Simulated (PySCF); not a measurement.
# methylsulfanylsilane (CH₆SSi): NMR shifts, electronic excitations and K edges in gas and solvents

Aim: compute the NMR shifts, electronic excitations and K edges of methylsulfanylsilane (CH₆SSi) (`CS[SiH3]`), and see what a dielectric continuum does where one was used.

Programs: PySCF 2.14.0, with density-fitted response routines of our own. Each step states its level of theory. These are calculated values for one molecule, in the gas phase or a continuum, unless marked as measured. Atoms count from 0, in the outputs and in this text.

### 1 The molecule as given

9 atoms, charge 0, multiplicity 1; geometry from: GFN2-xTB. The atoms were then displaced at random by about 0.01 Å, so the start is not that level's minimum.

Bonds of the start (Å): C0–S1 1.85, S1–Si2 2.15, C0–H3 1.06, C0–H4 1.08, C0–H5 1.10, Si2–H6 1.47, Si2–H7 1.42, Si2–H8 1.48.

### 2 Relaxing the molecule at PBE0-D3(BJ)/def2-SVP

The job: settings as JSON, then the geometry in Å.

```
{"job": {"xc": "PBE0", "basis": "def2-SVP", "d3": "d3bj", "grid": 1, "shake": 0.01, "kind": "geom"}, "charge": 0, "multiplicity": 1}
C      1.452540     0.365450     0.396770
S      0.328890     0.621180    -1.044080
Si    -1.443410    -0.374480    -0.345110
H      1.617810    -0.667430     0.562850
H      2.372940     0.860280     0.137390
H      0.990500     0.864770     1.266120
H     -1.059340    -1.761530    -0.052130
H     -2.345380    -0.222750    -1.437470
H     -1.856740     0.297360     0.909160
```

Launch:

```
> OMP_NUM_THREADS=1 python probes_run.py task.json out
```

The driver reads the jobs from task.json and runs them one after another.

What it wrote:

```text
step   0  E = -728.84925535  max force = 0.031730
step   1  E = -728.85483765  max force = 0.007817
step   2  E = -728.85501624  max force = 0.001578
step   3  E = -728.85502498  max force = 0.000238
optimisation converged
```

It took 9.4 s on 1 thread of Intel Xeon Platinum 8259CL at 2.50GHz, shared host; peak memory 0.34 GiB.

Step by step:

| step | energy from step 0 (eV) | largest force component (eV/Å) |
| --- | --- | --- |
| 0 | 0.0000 | 1.6316 |
| 1 | -0.1519 | 0.4020 |
| 2 | -0.1568 | 0.0811 |
| 3 | -0.1570 | 0.0122 |

Close pairs (by a distance rule), those that changed most:

```
  bond  before (Å)  after (Å)  change (Å)
Si2–H7       1.425      1.491      +0.066
 C0–H3       1.059      1.099      +0.040
Si2–H6       1.469      1.496      +0.027
 C0–S1       1.845      1.822      -0.023
 C0–H4       1.077      1.098      +0.021
Si2–H8       1.482      1.496      +0.015
S1–Si2       2.150      2.139      -0.011
 C0–H5       1.104      1.100      -0.004
```

The end geometry stands in the next job.

```csv
at the end point,value
point group (found at 0.08 Å tolerance),Cs
"rotational constants (GHz, main isotopes)","13.921, 4.211, 3.434"
dipole moment (D),1.47
```

### 3 NMR shieldings: PBE0/pcSseg-1 in cyclohexane

The job: settings as JSON, then the geometry in Å.

```
{"job": {"kind": "nmr", "xc": "PBE0", "basis": "pcSseg-1", "solvent": "cyclohexane", "pop": true}, "charge": 0, "multiplicity": 1}
C      1.269456     0.390734     0.184745
S      0.208529     0.596600    -1.282047
Si    -1.533230    -0.448474    -0.612989
H      1.486581    -0.669097     0.379615
H      2.213628     0.907168    -0.033941
H      0.816458     0.847626     1.076502
H     -1.232794    -1.884868    -0.321488
H     -2.524728    -0.349241    -1.721527
H     -2.093027     0.166816     0.630795
```

Level: GIAO PBE0/pcSseg-1 NMR shielding, non-relativistic, IEF-PCM cyclohexane.

What it wrote:

```text
coarse grid: 8056 points
cycle   1  E = -729.0314318296  dE = -6.774e-02  |g| = 2.045e-01  |ddm| = 2.545e+00
cycle   2  E = -729.0337383598  dE = -2.307e-03  |g| = 1.914e-01  |ddm| = 5.099e-01
cycle   3  E = -729.0437237385  dE = -9.985e-03  |g| = 2.583e-02  |ddm| = 2.561e-01
cycle   4  E = -729.0438747052  dE = -1.510e-04  |g| = 8.225e-03  |ddm| = 3.234e-02
cycle   5  E = -729.0438915086  dE = -1.680e-05  |g| = 3.198e-03  |ddm| = 1.098e-02
cycle   6  E = -729.0438939034  dE = -2.395e-06  |g| = 5.616e-04  |ddm| = 3.159e-03
final grid: 67112 points
cycle   7  E = -729.0630394255  dE = -9.492e-06  |g| = 5.352e-03  |ddm| = 1.570e-02
cycle   8  E = -729.0630353793  dE =  4.046e-06  |g| = 6.598e-03  |ddm| = 9.444e-03
cycle   9  E = -729.0630461605  dE = -1.078e-05  |g| = 3.167e-04  |ddm| = 5.438e-03
cycle  10  E = -729.0630461857  dE = -2.519e-08  |g| = 7.300e-05  |ddm| = 3.940e-04
cycle  11  E = -729.0630461871  dE = -1.415e-09  |g| = 2.036e-05  |ddm| = 1.176e-04
cycle  12  E = -729.0630461873  dE = -1.455e-10  |g| = 2.689e-06  |ddm| = 3.161e-05
converged SCF energy = -729.0630461873

GIAO shielding tensors (ppm)
atom      isotropic    diamagn.    paramagn.     s11        s22        s33       span
  0 C      169.187     250.952     -81.765    157.690    160.095    189.775     32.085
  1 S      729.025    1057.572    -328.547    643.103    645.088    898.885    255.782
  2 Si     397.916     878.453    -480.537    343.548    383.437    466.763    123.216
  3 H       29.337      30.394      -1.057     24.056     27.031     36.926     12.871
  4 H       29.122      28.918       0.204     23.372     26.341     37.654     14.281
  5 H       29.347      30.503      -1.155     24.072     27.069     36.901     12.830
  6 H       26.736      28.349      -1.614     23.042     24.873     32.292      9.250
  7 H       26.692      27.714      -1.022     23.372     24.277     32.428      9.056
  8 H       26.743      28.411      -1.668     23.073     24.891     32.264      9.192
```

Run time: 8.6 s. Hardware: 1 thread of Intel Xeon Platinum 8259CL at 2.50GHz, shared host; peak memory 0.47 GiB.

Shifts follow as δ = σ(reference) − σ, with reference shieldings (ppm) from runs at the same level and on the same kind of geometry: 1H TMS 31.26, 13C TMS 184.8, 29Si TMS 351.9, 33S CS2 496. The references are single molecules in the same continuum. Atoms listed in one row are averaged.

```
     atoms                              environment  σ (ppm)  δ (ppm)
        C0                methyl carbon bonded to S    169.2     15.6
H6, H7, H8        hydrogen on a silicon bonded to S    26.72     4.53
H3, H4, H5  hydrogen on a methyl carbon bonded to S    29.27     1.99
        S1                   sulfur bonded to C, Si      729     -233
       Si2                 silicon bonded to S, 3 H    397.9    -46.0
```

The run also stored atomic charges by several schemes (e):

```csv
atoms,Mulliken,IAO,Hirshfeld,ESP fit
C0,-0.42,-0.50,-0.11,-0.43
S1,-0.31,-0.18,-0.11,-0.25
Si2,0.45,0.52,0.28,0.27
```

Mayer bond orders: C0–S1 0.99, S1–Si2 0.97.

### 4 Nuclear shieldings: PBE0/pcSseg-1 in water

The job, as its differences from that of step 3:

```diff
@@ -1,2 +1,2 @@
-{"job": {"kind": "nmr", "xc": "PBE0", "basis": "pcSseg-1", "solvent": "cyclohexane", "pop": true}, "charge": 0, "multiplicity": 1}
+{"job": {"kind": "nmr", "xc": "PBE0", "basis": "pcSseg-1", "solvent": "water", "pop": false}, "charge": 0, "multiplicity": 1}
 C      1.269456     0.390734     0.184745
```

Level: GIAO PBE0/pcSseg-1 NMR shielding, non-relativistic, IEF-PCM water.

What it wrote:

```text
coarse grid: 8056 points
cycle   1  E = -729.0349606658  dE = -7.108e-02  |g| = 1.986e-01  |ddm| = 2.544e+00
cycle   2  E = -729.0380319802  dE = -3.071e-03  |g| = 1.767e-01  |ddm| = 4.654e-01
cycle   3  E = -729.0461930611  dE = -8.161e-03  |g| = 2.475e-02  |ddm| = 2.199e-01
cycle   4  E = -729.0463262097  dE = -1.331e-04  |g| = 8.814e-03  |ddm| = 2.770e-02
cycle   5  E = -729.0463449756  dE = -1.877e-05  |g| = 2.765e-03  |ddm| = 1.012e-02
cycle   6  E = -729.0463467125  dE = -1.737e-06  |g| = 4.334e-04  |ddm| = 2.788e-03
final grid: 67112 points
cycle   7  E = -729.0654839363  dE = -9.427e-06  |g| = 5.514e-03  |ddm| = 1.580e-02
cycle   8  E = -729.0654802094  dE =  3.727e-06  |g| = 6.666e-03  |ddm| = 9.535e-03
cycle   9  E = -729.0654911240  dE = -1.091e-05  |g| = 2.887e-04  |ddm| = 5.260e-03
cycle  10  E = -729.0654911434  dE = -1.948e-08  |g| = 7.216e-05  |ddm| = 3.533e-04
cycle  11  E = -729.0654911448  dE = -1.393e-09  |g| = 1.453e-05  |ddm| = 1.069e-04
cycle  12  E = -729.0654911449  dE = -6.639e-11  |g| = 1.958e-06  |ddm| = 2.280e-05
converged SCF energy = -729.0654911449

GIAO shielding tensors (ppm)
atom      isotropic    diamagn.    paramagn.     s11        s22        s33       span
  0 C      169.606     251.010     -81.404    157.934    159.999    190.885     32.951
  1 S      737.396    1057.954    -320.558    650.506    655.436    906.246    255.740
  2 Si     397.812     878.405    -480.593    343.925    383.951    465.559    121.634
  3 H       29.185      30.211      -1.026     23.842     26.841     36.870     13.028
  4 H       29.027      28.792       0.234     23.196     26.206     37.678     14.483
  5 H       29.197      30.318      -1.121     23.859     26.883     36.849     12.990
  6 H       26.694      28.276      -1.582     22.985     24.833     32.264      9.279
  7 H       26.698      27.697      -0.999     23.345     24.297     32.451      9.106
  8 H       26.699      28.332      -1.634     23.012     24.848     32.236      9.223
```

It took 6.2 s on 1 thread of Intel Xeon Platinum 8259CL at 2.50GHz, shared host; peak memory 0.47 GiB.

Key values: δ C0 15.9, S1 -242, Si2 -46.0, H6 4.54, H3 2.10 ppm (means over like atoms).

### 5 Excited states and response: PBE0/def2-SVPD

The job, as its differences from that of step 4:

```diff
@@ -1,2 +1,2 @@
-{"job": {"kind": "nmr", "xc": "PBE0", "basis": "pcSseg-1", "solvent": "water", "pop": false}, "charge": 0, "multiplicity": 1}
+{"job": {"kind": "uv", "xc": "PBE0", "basis": "def2-SVPD", "dynamic": true, "nstates": 6, "ntriplets": 0}, "charge": 0, "multiplicity": 1}
 C      1.269456     0.390734     0.184745
```

Level: TDDFT PBE0/def2-SVPD, vertical, gas phase, core orbitals frozen in the response.

What it wrote:

```text
coarse grid: 8056 points
cycle   1  E = -728.7706447914  dE = -8.400e-02  |g| = 1.899e-01  |ddm| = 3.115e+00
cycle   2  E = -728.7718018689  dE = -1.157e-03  |g| = 1.830e-01  |ddm| = 6.347e-01
cycle   3  E = -728.7822879509  dE = -1.049e-02  |g| = 2.589e-02  |ddm| = 3.143e-01
cycle   4  E = -728.7824925051  dE = -2.046e-04  |g| = 8.125e-03  |ddm| = 5.781e-02
cycle   5  E = -728.7825133700  dE = -2.086e-05  |g| = 2.623e-03  |ddm| = 1.673e-02
cycle   6  E = -728.7825153263  dE = -1.956e-06  |g| = 6.303e-04  |ddm| = 4.247e-03
final grid: 67112 points
cycle   7  E = -728.8590921771  dE = -9.481e-06  |g| = 5.079e-03  |ddm| = 4.190e-02
cycle   8  E = -728.8590879869  dE =  4.190e-06  |g| = 6.329e-03  |ddm| = 1.406e-02
cycle   9  E = -728.8590988413  dE = -1.085e-05  |g| = 4.044e-04  |ddm| = 7.782e-03
cycle  10  E = -728.8590988966  dE = -5.530e-08  |g| = 7.239e-05  |ddm| = 7.665e-04
cycle  11  E = -728.8590988981  dE = -1.530e-09  |g| = 2.736e-05  |ddm| = 1.637e-04
cycle  12  E = -728.8590988984  dE = -2.642e-10  |g| = 4.923e-06  |ddm| = 5.216e-05
converged SCF energy = -728.8590988984

Static polarisability (au): isotropic 63.639, principal 54.413 60.874 75.629

Singlet excitations
state   eV       nm        f      main configurations
  1   5.5042    225.3   0.00726   H->L 0.94
  2   5.9678    207.8   0.00914   H->L+1 0.93
  3   6.4728    191.5   0.00067   H->L+2 0.98
  4   6.8394    181.3   0.00001   H->L+3 0.98
  5   7.0601    175.6   0.00550   H->L+4 0.79, H-1->L 0.17
  6   7.3458    168.8   0.02185   H->L+5 0.98
```

Wall time 12 s (1 thread of Intel Xeon Platinum 8259CL at 2.50GHz, shared host); peak memory 0.53 GiB.

Frontier orbitals and where they lie:

```
orbital      eV                       atoms
 HOMO−3  -10.00  Si2 41 %, H6 23 %, H8 22 %
 HOMO−2   -9.72  Si2 35 %, H7 31 %, S1 10 %
 HOMO−1   -8.76  S1 59 %, Si2 16 %, C0 12 %
   HOMO   -6.97  S1 70 %, C0 10 %, Si2 10 %
   LUMO   -0.01  S1 33 %, Si2 27 %, C0 10 %
 LUMO+1    0.41  S1 37 %, Si2 22 %, C0 14 %
 LUMO+2    0.58  Si2 39 %, S1 15 %, H6 10 %
```

With each of the 6 states as a Gaussian band of 0.4 eV half-width at 1/e, the curve within the window shown has maxima at 213 nm (ε 480), 170 nm (ε 1,000) L/(mol cm). Beyond the last state computed it falls off for lack of states. The curve at chosen wavelengths:

```tsv
nm	ε (L/mol/cm)
162	530
166	895
169	1025
173	924
176	716
180	425
184	226
187	151
191	134
194	168
198	253
202	351
205	414
209	467
212	481
216	475
220	449
223	417
227	363
230	315
234	245
238	178
241	134
245	86
248	60
252	34
```

Leading natural transition orbitals of singlet state 6: the hole lies on S1 79 %; the particle on S1 33 %; H4 31 %; H6, H7, H8 about 7 % each.

Leading natural transition orbitals of singlet state 1: the hole lies on S1 79 %; the particle on S1 30 %; Si2 15 %; H4, H6, H8 about 11 % each.

Further results of this job:

```csv
property,computed
dipole moment (D),1.49
polarisability (Å³),9.43
HOMO–LUMO gap (eV),6.96
−ε(HOMO) (eV),6.97
C6 with itself (au),1433
```

The fields below are evaluated on a grid from the run's orbitals.

Frontier orbitals at PBE0/def2-SVPD, with the share of their density that lies nearest to each atom:

| orbital | energy (eV) | lies on |
| --- | --- | --- |
| HOMO | -6.97 | S1 78 % |
| LUMO | -0.01 | S1 23 %; H6, H8 about 15 % each; Si2 14 % |

ELF in a plane through or near 5 of the atoms.

Ten even steps from ' ' (0.00) to '@' (1.00):
```
                                                        
                                                        
                                                        
                                                        
                                                        
                                  ..                    
                  ......      ..::::::..                
              ..::++++==..    ..--====::..              
            ..::--++**++::    ::......::..              
        ..==**##**  ::==--..----::##**..--==--..        
        **@@@@@@@@....****++****--%%##::%%@@@@##::      
        ##@@@@@@@@####@@**--**@@--  ..@@@@@@@@@@++      
        **@@@@@@@@****%%..--::%%##--**@@@@@@@@@@**      
        ::##@@##==..==**==##::##++::++@@@@@@@@@@==      
            ..      ++##++::==**::  ..%%@@@@@@%%        
                  ..++##@@@@%%++..    ::**##--..        
                    ==**####**--                        
                    ::==++++==::                        
                        ....                            
                                                        
```
The map spans 10.6 Å across and 7.8 Å up, centred on the molecule. Atoms in the plane (x, y in Å): C0 (-1.5, 0.0), S1 (-0.2, -1.3), Si2 (1.5, 0.0), H4 (-2.5, -0.6), H7 (2.7, -0.9).

On the surface of density 0.002 e/bohr³ the electrostatic potential runs, from the 1st to the 99th percentile, from -0.93 V near S1 to 1.01 V near H8.

[end of part 1 of 2]
